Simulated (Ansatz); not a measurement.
**BFH2Si: vertical and adiabatic energies of changing the electron count from a Python script**

Aim: vertical and adiabatic energies of changing the electron count, for BFH2Si, run from a script. SMILES: B[Si]F.

Program: Ansatz 0.2.0 through its Python package. Level of theory: r2SCAN/cc-pVDZ. These are calculated values, not measurements.

**1. The system**

Bond lengths: B1–Si2 1.940 Å, Si2–F3 1.686 Å, B1–H4 1.181 Å, B1–H5 1.181 Å. Angles: B1–Si2–F3 109.4°, Si2–B1–H4 120.0°, Si2–B1–H5 120.0°, H4–B1–H5 120.0°.

No structure file is read: the coordinates are typed or built in the script.

**2. The script**

Input file bfh2si.py:

```python
"""How BFH2Si relaxes after losing an electron."""

import itertools

import ansatz
from ase.data import atomic_numbers, covalent_radii
import numpy as np

GEOMETRY = """
B    -0.72360   -0.00070    0.05450
Si    1.06040   -0.59790    0.52750
F     2.19520    0.23560   -0.40020
H    -1.02080    1.13460    0.18810
H    -1.51130   -0.77160   -0.37000
"""

bfh2si = ansatz.Crystal.molecule()
for line in GEOMETRY.strip().splitlines():
    symbol, *xyz = line.split()
    bfh2si = bfh2si.atom(symbol, [float(v) for v in xyz])

calculation = (
    bfh2si.calculation()
    .basis(gaussian="cc-pVDZ")
    .functional("r2scan")
    .spin("collinear", total=2)
)
symbols = [site.symbol for site in bfh2si.cartesian_sites]
start = np.array([site.position_ang for site in bfh2si.cartesian_sites], dtype=float)
data = calculation.relax(force_tolerance=0.01).run(threads=1, backend="cpu").report
end = np.array(data["positions_ang"])

minimum = ansatz.Crystal.molecule()
for symbol, place in zip(symbols, end):
    minimum = minimum.atom(symbol, place.tolist())
ion = (
    minimum.calculation()
    .basis(gaussian="cc-pVDZ")
    .functional("r2scan")
    .charge(1)
    .spin("collinear", total=1)
)
vertical = ion.run(threads=1, backend="cpu").report
settled = ion.relax(force_tolerance=0.01, max_steps=80).run(threads=1, backend="cpu").report
print(f"vertical ionisation energy   {vertical['free_energy_ev'] - data['free_energy_ev']:.3f} eV")
print(f"adiabatic, no zero point     {settled['free_energy_ev'] - data['free_energy_ev']:.3f} eV")
print(f"relaxation energy of the ion {vertical['free_energy_ev'] - settled['free_energy_ev']:.3f} eV")
ionised = np.array(settled["positions_ang"])
# pairs closer than 1.2 times the sum of covalent radii, before or after
radius = [covalent_radii[atomic_numbers[s]] for s in symbols]
span = lambda where, i, j: np.linalg.norm(where[i] - where[j])
bonded = [(i, j) for i, j in itertools.combinations(range(len(symbols)), 2) if min(span(end, i, j), span(ionised, i, j)) < 1.2 * (radius[i] + radius[j])]
print("pair        before    after (A)")
for i, j in bonded:
    print(f"{symbols[i]}{i}-{symbols[j]}{j}".ljust(10), f"{span(end, i, j):8.4f} {span(ionised, i, j):8.4f}")
```

**3. What the engine is handed**

The engine receives this input (first run):

```yaml
crystal:
  periodic: [false, false, false]
  atoms:
    - { symbol: B, position_ang: [-0.7236, -0.0007, 0.0545] }
    - { symbol: Si, position_ang: [1.0604, -0.5979, 0.5275] }
    - { symbol: F, position_ang: [2.1952, 0.2356, -0.4002] }
    - { symbol: H, position_ang: [-1.0208, 1.1346, 0.1881] }
    - { symbol: H, position_ang: [-1.5113, -0.7716, -0.37] }
basis:
  gaussian:
    orbitals: cc-pVDZ
hamiltonian:
  xc: r2scan
magnetization:
  spin_polarized: true
  initial_magnetization: 2.0
relax:
  f_tol: 0.01
```

**4. The run**

Run with:

```bash
$ python bfh2si.py
```

**Question.** What results will this script give? Wanted: vertical ionisation energy; adiabatic ionisation energy, no zero point.

The runs gave:

| quantity | value |
| --- | --- |
| vertical ionisation energy | 8.838 eV |
| adiabatic ionisation energy, no zero point | 8.361 eV |
| runs compared | 3 |

In words: The ionisation energy is a difference of two total energies at the neutral geometry; letting the ion relax lowers it by 0.48 eV. The dearest, run 3, took some 17 times as long as run 2. Run 1: The relaxation took 8 moves; the largest shift is 0.515 Å, of atom 2 (Si). Run 3: After 17 moves the largest shift is 0.714 Å, of atom 3 (F). Reading the output:
- The energies are electronic: no zero-point or thermal terms, and the basis set is short of its limit. The product may relax into another structure. The relaxation finds the nearest minimum, so the adiabatic value is an upper bound.
- The species is open-shell (spin multiplicity 3).
- Only the spin states typed were run; another state of an ion can lie lower, by up to an eV or two.
